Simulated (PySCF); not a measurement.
H2CS: one-bond stretch

These are results of PySCF, PBE0, basis C def2-TZVP, S def2-TZVP, H def2-TZVP (no relativity, density fitting), not measurements.

Rigid scan from the singlet minimum (C–H 1.090 Å (×2), C–S 1.599 Å; H–C–H 115.6°, H–C–S 122.2° (×2)). Coordinate: the bond from C to the last atom (H) scaled, the rest fixed. Energies in kJ/mol from the minimum.

Task: Predict the curve at 0.92, 0.96, 1.00, 1.05, 1.12, 1.20, 1.35, 1.55, 1.80, 2.20.

Result: 
| scale of one bond | E (kJ/mol) | dipole size (D) |
| --- | --- | --- |
| 0.92 | 14.6 | 1.77 |
| 0.96 | 3.3 | 1.75 |
| 1.00 | 0.0 | 1.74 |
| 1.05 | 4.3 | 1.70 |
| 1.12 | 21.6 | 1.65 |
| 1.20 | 51.4 | 1.56 |
| 1.35 | 120.1 | 1.36 |
| 1.55 | 213.9 | – |
| 1.80 | 314.3 | – |
| 2.20 | 429.8 | – |

At long bonds a restricted determinant can lie too high, and another spin state can fall below this curve.

Other isomers or separated fragments may lie lower.

The scan took 13 s on 2 threads of a shared Intel Xeon Platinum 8375C @ 2.90GHz (Ice Lake) host; the process peaked at 0.92 GiB. Launch command: `OMP_NUM_THREADS=2 python axn.py task.json out`.
